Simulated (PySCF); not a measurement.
**Two structures, one formula**

The two ends of one reaction step of CH$_{8}$AlN, closed shell (PBE0-D4/def2-TZVP).

A:

```xyz
11
angstrom
Al -0.0671 -1.2580 1.0053
H 0.9956 -2.0541 0.1026
H -1.6205 -1.4554 0.6533
H 0.3164 -0.9949 2.5412
H 1.1652 0.9037 0.4546
N 0.2079 0.6274 0.2577
C -0.0708 0.7379 -1.1823
H -0.3857 1.2629 0.7824
H 0.0865 1.7510 -1.5581
H -1.1032 0.4394 -1.3605
H 0.5794 0.0455 -1.7161
```

B:

Al1  (-0.156, -1.046, 0.899)
H2  (2.580, -1.214, 0.536)
H3  (-0.181, -2.248, -0.134)
H4  (0.108, -1.198, 2.453)
H5  (2.393, -0.499, 0.414)
N6  (-0.536, 0.570, 0.286)
C7  (-0.825, 0.970, -1.074)
H8  (-0.557, 1.353, 0.923)
H9  (-0.089, 1.682, -1.468)
H10  (-1.816, 1.429, -1.173)
H11  (-0.809, 0.095, -1.728)
(Å)

Computed with PySCF 2.14 with density fitting (its default auxiliary sets; JK sets also for MP2 and CCSD(T)) (basis: def2-TZVPP); correlated methods freeze the cores. B3LYP uses VWN-RPA correlation.

Which structure is lower at CCSD(T), and by how much? (An estimate is asked for; the value comes from the calculation.)

By the calculation: A, by 13.51 kcal/mol (electronic energy, against the other). By their contacts, A is CH₈AlN ([CH3][NH2][AlH3]) and B is a complex of CH₆AlN ([CH3][NH][AlH2]) + H₂.

All methods give the same order:

```json
{"method": "SPW92", "E(B) − E(A) (kcal/mol)": "15.73"}
{"method": "PBE-D4", "E(B) − E(A) (kcal/mol)": "12.07"}
{"method": "r2SCAN-D4", "E(B) − E(A) (kcal/mol)": "13.06"}
{"method": "PBE0-D4", "E(B) − E(A) (kcal/mol)": "14.42"}
{"method": "B3LYP-D4", "E(B) − E(A) (kcal/mol)": "11.83"}
{"method": "BHLYP-D4", "E(B) − E(A) (kcal/mol)": "14.30"}
{"method": "wB97M-V", "E(B) − E(A) (kcal/mol)": "13.07"}
{"method": "HF", "E(B) − E(A) (kcal/mol)": "15.56"}
{"method": "MP2", "E(B) − E(A) (kcal/mol)": "11.86"}
{"method": "CCSD", "E(B) − E(A) (kcal/mol)": "14.06"}
{"method": "CCSD(T)", "E(B) − E(A) (kcal/mol)": "13.51"}
```

T1 diagnostic: at most 0.011.

Labels in which every atom is bracketed show which atoms are joined, not bond orders.

For scale, one of the runs: CCSD(T)/def2-TZVPP, 216 basis functions, launched by `OMP_NUM_THREADS=4 python run.py`. Hardware: 4 CPU threads of an Arm Neoverse V1, shared host. Wall time 9.4 min; peak host memory 2.8 GiB.
